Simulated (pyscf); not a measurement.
`[CH3][Al]([OH])[OH]` + `[OH2]` → `[CH3][Al]([OH])[OH]` + `[OH2]` (four-centre exchange; singlet surface; Al–O, H–O broken, Al–O, H–O formed). PySCF, gas phase, ωB97X-D3(BJ)/def2-SVP geometries. Energies in kcal/mol from the separated reactants.

```
level                   barrier  reaction energy
----------------------  -------  ---------------
ωB97X-D3(BJ)/def2-TZVP    -13.2              0.0
r²SCAN/def2-TZVP          -15.3              0.0
B3LYP-D3(BJ)/def2-TZVP    -12.1              0.0
PBE0-D3(BJ)/def2-TZVP       ___              0.0
M06-2X/def2-TZVP          -14.6              0.0
HF/def2-TZVP                ___              0.0
```

Problem. What belongs in the gaps?

Solution. 
- PBE0-D3(BJ)/def2-TZVP, barrier: -14.4
- HF/def2-TZVP, barrier: -1.1

On the reactant side the descent ends in an adduct with a Al–O contact, 22.5 kcal/mol under the separated species and 9.3 kcal/mol under the saddle at ωB97X-D3(BJ)/def2-TZVP. On the product side the descent ends in an adduct with a Al–O contact, 20.8 kcal/mol under the separated species and 7.6 kcal/mol under the saddle at ωB97X-D3(BJ)/def2-TZVP. At ωB97X-D3(BJ)/def2-TZVP, r²SCAN, B3LYP-D3(BJ), PBE0-D3(BJ), M06-2X, HF the saddle lies under the separated reactants, which points to a path from their complex (located at ωB97X-D3(BJ) alone). At ωB97X-D3(BJ)/def2-TZVP, r²SCAN, B3LYP-D3(BJ), PBE0-D3(BJ), M06-2X, HF the saddle lies under the separated products, which points to a path from their complex (located at ωB97X-D3(BJ) alone). What is counted as formed (Al–O) is already present as a longer contact in the reactant adduct; forming that adduct is a step of its own. What is counted as broken (Al–O) persists as a longer contact in the product adduct; parting that adduct is a step of its own. One saddle was located; it need not be the lowest between these sides.
